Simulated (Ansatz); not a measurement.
We consider 1T (CdI2-type) VSe2 (undistorted form, which takes a superstructure on cooling), described by r²SCAN+rVV10 (PAW; Ansatz, a program for electronic structure).

Question: Estimate the interlayer binding energy, layer repeat distance and gap between the layers that the calculation returns.

Answer: 
* **interlayer binding energy**: 23.6 meV/Å²
* **layer repeat distance**: 6.223 Å
* **gap between the layers**: 3.120 Å

Computed values are for the static lattice.
